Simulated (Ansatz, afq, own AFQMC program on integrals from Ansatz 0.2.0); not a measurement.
Integrals from Ansatz 0.2.0, then the random walk in our own AFQMC program (afq).

```yaml
crystal:
  periodic: [false, false, false]
  atoms:
    - {symbol: Ge, position_ang: [0.000000, -0.312454, 1.703629]}
    - {symbol: Mg, position_ang: [0.000000, -0.191375, -1.389002]}
    - {symbol: H, position_ang: [0.000000, 0.822697, 2.767647]}
    - {symbol: H, position_ang: [0.000000, -0.318868, -3.082275]}
basis:
  gaussian: {orbitals: cc-pVDZ}
magnetization: {spin_polarized: false, initial_magnetization: 2}
correlation: {method: ccsd_t, electrons: outside_noble_gas, hamiltonian_folder: ham}
```

```sh
$ ansatz run in.yaml --threads 1 --pin off --events-out ev --progress --plain --max-ram 1382MiB
```

Options of the walk:

```
--method phaseless --trial hf --walkers 120 --populations 1 --least-time 40 --time-step 0.005 --steps-per-block 20 --equilibration-blocks 112 --max-blocks 600 --target-error 0.00102 --factor-cut 1e-05 --start spin_pure --seed 1292 --taylor-order 6
```

Times are imaginary, in 1/Eh. The walk had a cap of 932 s. Filled inner d shells are frozen with the cores.

afq prints:

```
orbitals 36  electrons 5 3  factors 264 of 577
reference energy -2276.04111517 Eh
CCSD correlation -0.12950441 Eh in 13 cycles, weight of the determinant in the CISD state 0.8929
energy of the start -2276.041133 Eh
 block  time / (1/Eh)  mean weight  energy / Eh
     1     0.100  0.9995  -2276.058714
     2     0.200  1.0013  -2276.072973
     3     0.300  0.9998  -2276.087081
     4     0.400  0.9982  -2276.095164
     5     0.500  0.9996  -2276.106724
    10     1.000  1.0013  -2276.137457
    86     8.600  0.9989  -2276.172079
   171    17.100  0.9983  -2276.168162
   239    23.900  0.9959  -2276.204888
   256    25.600  0.9992  -2276.167237
   341    34.100  1.0004  -2276.182066
   426    42.600  0.9986  -2276.170085
   511    51.100  1.0000  -2276.182575
   596    59.600  1.0004  -2276.167400
   613    61.300  1.0002  -2276.156929
   681    68.100  0.9950  -2276.169075
   698    69.800  0.9996  -2276.157019
blocks merged  error / Eh  count
     1  0.000421  600
     2  0.000560  300
     4  0.000750  150
     8  0.000954  75
    16  0.001083  37
    32  0.001183  18
    64  0.001105  9
energy -2276.175262 +/- 0.001183 Eh
(rows thinned)
```

The run passed its tests (sampling time, drift between the halves within three errors, error under three times the target), which doesn't prove that it has relaxed.

Against this walk (error 32.2 meV) on the same determinant: CCSD(T) 42.0 meV higher (within the noise), CCSDT(Q) 11.5 meV higher (within the noise), a separate phaseless walk with a CISD trial and standard settings 11.9 ± 33.1 meV higher (within the noise). The error is statistical and leaves out the bias of the constraint.

Cautions: constraint bias not in the error; error above the target (32.2 against 27.8 meV); no relativity below Rb; no spin-orbit coupling; inner d shell frozen; lower spins were not checked.

The walk took 2.1 min on 1 thread of AMD EPYC 9R14 (Zen 4), with other jobs on the host. The log's last line is the phaseless energy.

CCSDT and higher add their correlation energy to the determinant of the CCSD(T) run, since their own runs factorise the integrals more tightly (a shift of under 2 meV). A walk keeps the symmetry of its determinant, which the program's search chose and which needn't be the lowest solution, so a lower state of the same spin and another symmetry isn't excluded.
